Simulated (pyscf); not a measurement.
## Routes from ZnH₂ + NH₃

Candidate steps break at most two bonds and form at most two. Each was searched with GFN2-xTB (tblite) first. Single points on ωB97X-D3(BJ)/def2-SVP structures (PySCF, gas phase). Energies: ωB97M-D3(BJ)/def2-TZVP, kJ/mol, from the separated reactants, singlet surface; ΔG‡ with ideal gas, 1 atm, RRHO with modes under 100 cm⁻¹ raised to 100, one conformer, R ln 2 for chiral ones without a mode under 150 cm⁻¹.

| products | type | ΔE‡ | ΔE | ΔG‡ 298 K | ΔG‡ 900 K | ν‡ (cm⁻¹) |
|---|---|---|---|---|---|---|
| H₂N–ZnH + H₂ | four-centre exchange | 108.0 | +5.2 | 131.9 | 200.7 | 1354i |
| ZnH₂ + NH₃ | four-centre exchange | 208.1 | 0.0 | 245.1 | 312.7 | 658i |

Row 1: On the reactant side the descent ends in an adduct with a N–Zn contact, 55.0 kJ/mol under the separated species and 157.0 kJ/mol under the saddle at ωB97X-D3(BJ)/def2-TZVP. 

Plain bond fissions and candidates not yet searched are not listed, and one of them may be faster. Each barrier is that of the saddle found; lower ones may exist. Elements up to Kr have no core potential and no relativistic terms here.
